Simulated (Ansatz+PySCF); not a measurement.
Values are calculated unless marked as measured or tabulated.
A run of Ansatz (development build ahead of 0.2.0) on doublet C6H5 at this shape:

```xyz
11

C    -0.0291    1.4497    0.0000
C     1.1915    0.7292    0.0000
C     1.1826   -0.6827    0.0000
C    -0.0358   -1.3964    0.0000
C    -1.2700   -0.6996    0.0000
C    -1.2057    0.6961    0.0000
H    -0.0389    2.5456    0.0000
H     2.1444    1.2728    0.0000
H     2.1320   -1.2309    0.0000
H    -0.0301   -2.4935    0.0000
H    -2.2240   -1.2391    0.0000
```

Its results:

* Converged: yes
* Reference energy: -230.13516 hartree
* Correlation energy: -0.85844 hartree
* Total energy: -230.99360 hartree
* Spin squared of the determinant: 1.465
* Stability test: minimum
* Occupied orbitals by symmetry in an Abelian subgroup (alpha; beta): 11 A1 1 A2 2 B1 7 B2; 10 A1 1 A2 2 B1 7 B2

Forces (eV/Å):
```json
{"atom": "C1", "Fx": "0.158", "Fy": "-1.699", "Fz": "0.000"}
{"atom": "C2", "Fx": "-1.609", "Fy": "-0.798", "Fz": "0.000"}
{"atom": "C3", "Fx": "-1.318", "Fy": "0.761", "Fz": "0.000"}
{"atom": "C4", "Fx": "-0.113", "Fy": "1.793", "Fz": "0.000"}
{"atom": "C5", "Fx": "1.550", "Fy": "0.713", "Fz": "0.000"}
{"atom": "C6", "Fx": "1.866", "Fy": "-1.077", "Fz": "0.000"}
{"atom": "H7", "Fx": "-0.013", "Fy": "-0.610", "Fz": "0.000"}
{"atom": "H8", "Fx": "-0.516", "Fy": "-0.282", "Fz": "0.000"}
{"atom": "H9", "Fx": "-0.513", "Fy": "0.296", "Fz": "0.000"}
{"atom": "H10", "Fx": "-0.014", "Fy": "0.588", "Fz": "0.000"}
{"atom": "H11", "Fx": "0.522", "Fy": "0.316", "Fz": "0.000"}
```

Question: Which input gives this output? Name the method, the orbitals and the basis set, and write the input.

Answer: UHF-MP2 in cc-pVTZ.

```yaml
crystal:
  periodic: [false, false, false]
  atoms:
    - { symbol: C, position_ang: [-0.02911, 1.44969, 0.0] }
    - { symbol: C, position_ang: [1.19146, 0.72918, 0.0] }
    - { symbol: C, position_ang: [1.18256, -0.68275, 0.0] }
    - { symbol: C, position_ang: [-0.03576, -1.39642, 0.0] }
    - { symbol: C, position_ang: [-1.27002, -0.69963, 0.0] }
    - { symbol: C, position_ang: [-1.20569, 0.69611, 0.0] }
    - { symbol: H, position_ang: [-0.03894, 2.54557, 0.0] }
    - { symbol: H, position_ang: [2.14438, 1.27284, 0.0] }
    - { symbol: H, position_ang: [2.13199, -1.2309, 0.0] }
    - { symbol: H, position_ang: [-0.03012, -2.49351, 0.0] }
    - { symbol: H, position_ang: [-2.224, -1.23907, 0.0] }
basis:
  gaussian: { orbitals: cc-pVTZ }
magnetization:
  spin_polarized: true
  initial_magnetization: 1
hamiltonian:
  xc: hf
correlation:
  method: mp2
  frozen_orbitals: { C: 1, H: 0 }
output:
  forces: true
```

Caution: the unrestricted determinant is spin contaminated.
